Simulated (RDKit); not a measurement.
Input for RDKit: UFF on C2H4 (SMILES C=C).

```python
from rdkit import Chem
from rdkit.Chem import AllChem, rdDetermineBonds

blocks = [
'''6

C    -0.47192500    0.47192500    1.85911100
C     0.47192500   -0.47192500    1.85911100
H    -0.87242200    0.87242200    0.93612500
H     0.87242200   -0.87242200    0.93612500
H    -0.87046400    0.87046400    2.78330800
H     0.87046400   -0.87046400    2.78330800
''',
]
mol = None
for b in blocks:
    f = Chem.MolFromXYZBlock(b)
    rdDetermineBonds.DetermineBonds(f, charge=0)
    mol = f if mol is None else Chem.CombineMols(mol, f)
Chem.SanitizeMol(mol)
print(Chem.MolToSmiles(Chem.RemoveHs(mol)))
ff = AllChem.UFFGetMoleculeForceField(mol, vdwThresh=100.0, ignoreInterfragInteractions=False)
e = ff.CalcEnergy()
print(f'UFF energy {e:.6f} kcal/mol')
```

Program output:

```
C=C
UFF energy 0.396614 kcal/mol
```

The run finished.

Cost: around 0.020 core-seconds (rough).
